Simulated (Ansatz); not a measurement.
# BaNb3: from a trial structure to a relaxed crystal

These are results of DFT PBE, scalar-relativistic, plane waves, PAW in Ansatz 0.2.0, not measurements. Cutoff 420 eV, Γ-centred k mesh, Gaussian smearing, no spin polarisation in the final step.

BaNb3 was placed on the Cu3Au (L1_2) structure type (Pm-3m, No. 221), with Ba in place of Au, Nb in place of Cu, at a guessed volume.

```xyz
4
Lattice="4.3676 0.0000 0.0000 0.0000 4.3676 0.0000 0.0000 0.0000 4.3676" Properties=species:S:1:pos:R:3 pbc="T T T"
Ba    0.0000    0.0000    0.0000
Nb    0.0000    2.1838    2.1838
Nb    2.1838    0.0000    2.1838
Nb    2.1838    2.1838    0.0000
```

Cell and atoms relax at zero pressure; the relaxation can't lower the symmetry of the start. After a coarse first stage the cell is made exact in the group found at 0.06 Å.

Formation energies are uncorrected and refer to the elements' standard structures at the same level.

(1) Which crystal results?

(2) What are its volume, energy, density and gap?

Results:

(1) It keeps Pm-3m (No. 221). The result has the Cu3Au (L1_2) structure. Conventional cell: a = 4.449 Å. Around Ba lie 12 Nb at 3.15 Å; Nb has 4 Ba at 3.15 Å and 8 Nb at 3.15 Å.

```cif
data_structure
_symmetry_space_group_name_H-M 'Pm-3m'
_symmetry_Int_Tables_number 221
_cell_length_a 4.4493
_cell_length_b 4.4493
_cell_length_c 4.4493
_cell_angle_alpha 90.000
_cell_angle_beta 90.000
_cell_angle_gamma 90.000
_cell_volume 88.08
loop_
_atom_site_label
_atom_site_type_symbol
_atom_site_symmetry_multiplicity
_atom_site_Wyckoff_symbol
_atom_site_fract_x
_atom_site_fract_y
_atom_site_fract_z
_atom_site_occupancy
Ba1 Ba 1 a 0.00000 0.00000 0.00000 1
Nb1 Nb 3 c 0.00000 0.50000 0.50000 1
```

(2) The volume per atom is 22.02 Å³. The density is 7.84 g/cm³ and the energy over the elements is 1.24 eV/atom. The gap on the 10×10×10 mesh is 0 eV (a metal).

The final run used a 10×10×10 mesh on its 4-atom cell and 0.10 eV smearing. The k mesh leaves about 4 meV/atom of noise in metals. A structure relaxed within its symmetry needn't be a true minimum. The steps took of the order of 40 core-seconds in all.

Cost: 3 runs of about 0.67 core-minutes in all, on Arm Neoverse V2 (shared hosts).